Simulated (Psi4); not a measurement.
# SVWN5/def2-TZVPPD run of SiO (SMILES O=[Si])

Aim: the vertical ionisation energy of SiO at SVWN5/def2-TZVPPD, from 2 runs. 

The calculation is run with Psi4 1.11.

10 further runs of the same task are left out: 10 that didn't finish.

### 1 Starting point

SiO: 2 atoms, total charge 0, spin state singlet. As SMILES, `O=[Si]`. The shape is that of a PBE0-D4/def2-TZVP optimisation.

Bond lengths: O1–Si2 1.509 Å.

### 2 A single-point energy at SVWN5/def2-TZVPPD

The input, osi.dat:

```
memory 1600 mb

molecule molecule1 {
  0 1
  O     -0.640700     0.231500    -0.324000
  Si     0.640700    -0.231500     0.324000
  symmetry c1
}

set basis def2-TZVPPD
set puream true
set e_convergence 1e-09
set d_convergence 1e-08
set scf_type pk
set dft_radial_points 99
set dft_spherical_points 590

E, wfn = energy("scf", dft_functional={"name": "SVWN5", "x_functionals": {"LDA_X": {}}, "c_functionals": {"LDA_C_VWN": {}}}, return_wfn=True)
```

On the command line:

```console
$ psi4 -n 1 osi.dat osi.out
```

osi.out:

```text
[...]
  Running in c1 symmetry.
[...]
  Nuclear repulsion =   39.283332351226669
[...]
  Multiplicity = 1
[...]
  Nalpha       = 11
  Nbeta        = 11
[...]
    Number of basis functions: 88
[...]
   @RKS iter   1:  -362.71199675934594   -1.11857e-01   1.12330e-02 DIIS/ADIIS
[...]
   @RKS iter  11:  -363.08992208785025   -1.90425e-11   5.34839e-09 DIIS
[...]
    Orbital Energies [Eh]
    ---------------------
    Doubly Occupied:
       1A    -65.152273     2A    -18.602488     3A     -5.056987
       4A     -3.499478     5A     -3.499478     6A     -3.492049
       7A     -0.857782     8A     -0.396897     9A     -0.305743
      10A     -0.305743    11A     -0.279375
[...]
  @RKS Final Energy:  -363.08992208785025
   => Energetics <=
    Nuclear Repulsion Energy =             39.2833323512266688
    One-Electron Energy =                -583.0039729964646540
    Two-Electron Energy =                 208.3558827740428683
    DFT Exchange-Correlation Energy =     -27.7251642166551555
    Empirical Dispersion Energy =           0.0000000000000000
    VV10 Nonlocal Energy =                  0.0000000000000000
    Total Energy =                       -363.0899220878502547
[...]
 Multipole Moments:
 ------------------------------------------------------------------------------------
     Multipole            Electronic (a.u.)      Nuclear  (a.u.)        Total (a.u.)
 ------------------------------------------------------------------------------------
 L = 1.  Multiply by 2.5417464519 to convert [e a0] to [Debye]
 Dipole X            :         -0.0000000            0.0000000           -0.0000000
 Dipole Y            :          0.0000000            0.0000000            0.0000000
 Dipole Z            :          1.1599990            0.0073522            1.1673512
 Magnitude           :                                                    1.1673512
[...]
```

Wall time 5.1 s (1 thread of AMD EPYC 7B13 (Zen 3), shared host); peak memory 0.39 GiB.

### 3 The doublet cation: energy and forces at USVWN5/def2-TZVPPD

The input, job.in:

```
memory 1.6 GB

molecule system {
  1 2
  O     -0.640700     0.231500    -0.324000
  Si     0.640700    -0.231500     0.324000
  units angstrom
  symmetry c1
  no_reorient
  no_com
}

set basis def2-TZVPPD
set reference uks
set puream true
set e_convergence 1e-09
set d_convergence 1e-08
set scf_type pk
set dft_radial_points 99
set dft_spherical_points 590
set maxiter 200

e, wfn = gradient("scf", dft_functional={"name": "SVWN5", "x_functionals": {"LDA_X": {}}, "c_functionals": {"LDA_C_VWN": {}}}, return_wfn=True)
oeprop(wfn, "LOWDIN_CHARGES", "MAYER_INDICES", "DIPOLE")
```

On the command line:

```console
$ psi4 -i job.in -o job.out -n 1
```

job.out:

```text
[...]
  Running in c1 symmetry.
[...]
  Nuclear repulsion =   39.283332351226669
[...]
  Multiplicity = 2
[...]
  Nalpha       = 11
  Nbeta        = 10
[...]
    Number of basis functions: 88
[...]
   @UKS iter   1:  -362.27747035796614    3.22671e-01   1.07167e-02 DIIS/ADIIS
[...]
   @UKS iter  13:  -362.66618329386205   -4.88853e-12   2.77707e-09 DIIS
[...]
   @S^2 Observed:                7.525222240E-01
[...]
    Orbital Energies [Eh]
    ---------------------
    Alpha Occupied:
       1A    -65.532628     2A    -18.953464     3A     -5.428273
       4A     -3.869503     5A     -3.869503     6A     -3.868428
       7A     -1.194190     8A     -0.732981     9A     -0.618079
      10A     -0.616932    11A     -0.616932
    Alpha Virtual:
      12A     -0.404739    13A     -0.404739    14A     -0.277933
      15A     -0.155861    16A     -0.140031    17A     -0.140031
      18A     -0.087805    19A     -0.087805    20A     -0.080662
      21A     -0.080662    22A     -0.076047    23A     -0.031548
      24A      0.029506    25A      0.037994    26A      0.037994
[...]
  @UKS Final Energy:  -362.66618329386205
   => Energetics <=
    Nuclear Repulsion Energy =             39.2833323512266688
    One-Electron Energy =                -575.4088632554509104
    Two-Electron Energy =                 200.8728207694795458
    DFT Exchange-Correlation Energy =     -27.4134731591173839
    Empirical Dispersion Energy =           0.0000000000000000
    VV10 Nonlocal Energy =                  0.0000000000000000
    Total Energy =                       -362.6661832938620478
[...]
  -Total Gradient:
     Atom            X                  Y                   Z
    ------   -----------------  -----------------  -----------------
       1        0.002835573557    -0.001024559505     0.001433940716
       2       -0.002832494707     0.001023447044    -0.001432383750
[...]
 Multipole Moments:
 ------------------------------------------------------------------------------------
     Multipole            Electronic (a.u.)      Nuclear  (a.u.)        Total (a.u.)
 ------------------------------------------------------------------------------------
 L = 1.  Multiply by 2.5417464519 to convert [e a0] to [Debye]
 Dipole X            :         -5.4673300            7.2644852            1.7971552
 Dipole Y            :          1.9754751           -2.6248296           -0.6493545
 Dipole Z            :         -2.7648118            3.6736276            0.9088158
 Magnitude           :                                                    2.1159807
[...]
```

Wall time 11 s (1 thread of AMD EPYC 7B13 (Zen 3), shared host); peak memory 0.4 GiB.

### 4 What came out

Level: SVWN5/def2-TZVPPD.

```
                                          quantity          value
                         singlet SiO: total energy  -363.08992 Eh
                        singlet SiO: dipole moment         2.97 D
                          singlet SiO: HOMO energy       -7.60 eV
                          singlet SiO: LUMO energy       -2.99 eV
                        singlet SiO: HOMO–LUMO gap        4.61 eV
                      doublet cation: total energy  -362.66618 Eh
doublet cation: HOMO energy (highest over α and β)      -16.42 eV
 doublet cation: LUMO energy (lowest over α and β)      -15.54 eV
                              doublet cation: ⟨S²⟩          0.753
          doublet cation: largest force on an atom     0.172 eV/Å
vertical ionisation energy (to the doublet cation)      11.531 eV
```

What this shows: Removing an electron at fixed nuclei costs 11.53 eV (266 kcal/mol). −ε(HOMO) before ionisation, 7.60 eV, is 3.93 eV below this ionisation energy.
